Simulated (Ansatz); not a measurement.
## bcc Nb: polycrystal shear modulus by level of theory

No measured value is used here.

```
level (code)     value (GPa)  cell (Å³/atom)
---------------  -----------  --------------
LDA (Ansatz)            23.9           17.12
PBE (Ansatz)            25.2           18.13
r²SCAN (Ansatz)         22.6           18.02
HSE06 (Ansatz)          15.0           17.91
```

LDA, PBE, r²SCAN, HSE06: the shear constants of this metal are likely not converged at this k mesh and smearing. HSE06: hybrids on metals are sensitive to the k mesh. Each level is taken at its own relaxed cell. Cutoffs and k meshes differ between the levels. Ansatz's density-functional and Hartree–Fock values are scalar-relativistic unless marked +SOC, with PAW data made under PBE.

Ansatz is a quantum-chemistry and plane-wave program.
